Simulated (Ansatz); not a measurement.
## Ansatz (development build ahead of 0.2.0) run

```yaml
crystal:
  periodic: [false, false, false]
  atoms:
    - { symbol: "N", position_ang: [0.0, 0.69396, -0.07769] }
    - { symbol: "N", position_ang: [0.0, -0.69396, -0.07769] }
    - { symbol: H, position_ang: [0.21108, 1.06775, 0.84789] }
    - { symbol: H, position_ang: [-0.94821, 0.98003, -0.30408] }
    - { symbol: H, position_ang: [-0.21108, -1.06775, 0.84789] }
    - { symbol: H, position_ang: [0.94821, -0.98003, -0.30408] }
basis:
  gaussian: { orbitals: cc-pVTZ }
hamiltonian:
  xc: hf
correlation:
  method: ccsd_t
  frozen_orbitals: { H: 0, "N": 1 }
```

The input is written out in the form of the current development build from the run's settings.

The run gave:

```
Converged                                                          : yes
Reference energy                                                   : -111.22286 hartree
Correlation energy                                                 : -0.47378 hartree
Total energy                                                       : -111.69664 hartree
Spin squared of the determinant                                    : 0.000
Stability test                                                     : minimum among restricted orbitals
T1 diagnostic                                                      : 0.007
Occupied orbitals by symmetry in an Abelian subgroup (alpha; beta) : 5 A 4 B; 5 A 4 B
```
